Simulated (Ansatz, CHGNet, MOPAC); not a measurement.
## Rutile SnO₂: properties by level of theory

Reference values: lattice constant a 4.737 Å (measured, room temperature, no zero-point or thermal correction; as tabulated in Hiroi (2015), arXiv:1503.02262); lattice parameter c 3.186 Å (measured, room temperature, not corrected to a static lattice; as tabulated in Hiroi (2015), arXiv:1503.02262).

```
level (code)                             lattice parameter a (Å)  c axis length (Å)
---------------------------------------  -----------------------  -----------------
PM6 semi-empirical Hartree-Fock (MOPAC)                    4.931              3.490
CHGNet-r²SCAN                                                [?]              3.196
PBE-D4 (Ansatz)                                              [?]                [?]
r²SCAN (Ansatz)                                            4.760              3.201
HSE06 (Ansatz)                                             4.755                [?]
```

Problem. What belongs in the gaps?

Solution. 
- CHGNet-r²SCAN, lattice parameter a (Å): 4.777
- PBE-D4 (Ansatz, a program for electronic structure), lattice parameter a (Å): 4.789
- PBE-D4 (Ansatz), c axis length (Å): 3.228
- HSE06 (Ansatz), c axis length (Å): 3.188

Differences from the reference values (errors of the level alone only where the reference is corrected to a static lattice):

```
level                                    lattice constant a (%)  lattice parameter c (%)
---------------------------------------  ----------------------  -----------------------
PM6 semi-empirical Hartree-Fock (MOPAC)                   +4.10                    +9.54
CHGNet-r²SCAN                                             +0.84                    +0.31
PBE-D4                                                    +1.10                    +1.32
r²SCAN                                                    +0.49                    +0.47
HSE06                                                     +0.38                    +0.06
```

Nearest: lattice constant a, not ranked (reference at room or unstated temperature); lattice parameter c, not ranked (reference at room or unstated temperature).

Machine-learned potentials (CHGNet-r²SCAN) are trained on DFT data: a solid inside that data is no test of them.

Caveats: the method was fitted mainly to molecules (PM6 semi-empirical Hartree-Fock (MOPAC)); the run uses a supercell at the zone centre in place of a k mesh (PM6 semi-empirical Hartree-Fock (MOPAC)). Ansatz's density-functional and Hartree–Fock values are scalar-relativistic unless marked +SOC, with PAW data made under PBE.

Differences are worked out from the printed values.

Static lattice: no zero-point or thermal effects.
